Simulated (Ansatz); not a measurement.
Geometry optimisation, UKS PBE-D4/def2-SVP in Ansatz.

The input (input.yaml):

```yaml
crystal:
  periodic: [false, false, false]
  atoms:
    - { symbol: Al, position_ang: [-0.871293, 0.470976, -0.043592] }
    - { symbol: "N", position_ang: [0.046128, 0.146151, 1.549096] }
    - { symbol: C, position_ang: [0.38063, -0.335846, -1.29059] }
    - { symbol: H, position_ang: [1.037182, -0.582982, -0.450416] }
    - { symbol: H, position_ang: [-2.286831, 1.209151, -0.029161] }
    - { symbol: H, position_ang: [0.956515, -0.318446, 1.573288] }
    - { symbol: H, position_ang: [-0.243008, 0.368419, 2.506195] }
    - { symbol: H, position_ang: [0.068491, -1.268817, -1.799595] }
    - { symbol: H, position_ang: [0.912087, 0.311393, -2.015125] }
magnetization:
  spin_polarized: true
basis:
  gaussian: { orbitals: def2-SVP }
hamiltonian:
  xc: pbe
  dispersion: d4
relax:
  f_tol: 0.03
  max_steps: 50
```

Run as:

```bash
$ ansatz run input.yaml --threads 2 --pin off --max-ram 3072MiB --backend cpu --events-out ev --progress --plain --runs-dir out
```

Problem. Where does it end, and by what steps?

Solution. The forces met the threshold. The force dipped under the threshold on the way, but the program's further checks kept it going. After 10 steps the energy has fallen by 0.411 eV; H4 moved furthest, 0.75 Å.

| step | energy less start (eV) | largest force component (eV/Å) | accepted |
| --- | --- | --- | --- |
| 0 | 0.0000 | 1.360 | yes |
| 1 | -0.2187 | 0.835 | yes |
| 2 | -0.3286 | 0.445 | yes |
| 3 | -0.3505 | 0.802 | yes |
| 4 | -0.3756 | 0.526 | yes |
| 5 | -0.3992 | 0.148 | yes |
| 6 | -0.4093 | 0.082 | yes |
| 7 | -0.4108 | 0.020 | yes |
| 8 | -0.4111 | 0.031 | yes |
| 9 | -0.4111 | 0.079 | yes |
| 10 | -0.4114 | 0.023 | yes |

```xyz
9
Properties=species:S:1:pos:R:3
Al -0.620 0.351 0.105
N -0.036 0.199 1.789
C 0.438 -0.377 -1.384
H 1.415 -0.797 -1.066
H -2.019 1.106 -0.084
H 0.835 -0.252 2.079
H -0.533 0.545 2.613
H -0.120 -1.182 -1.910
H 0.640 0.408 -2.143
```

Whether the end is a true minimum wasn't checked by a vibrational analysis.

Run time: 32 s on 2 threads of Arm Neoverse N1 (shared host), peak memory 0.16 GiB.
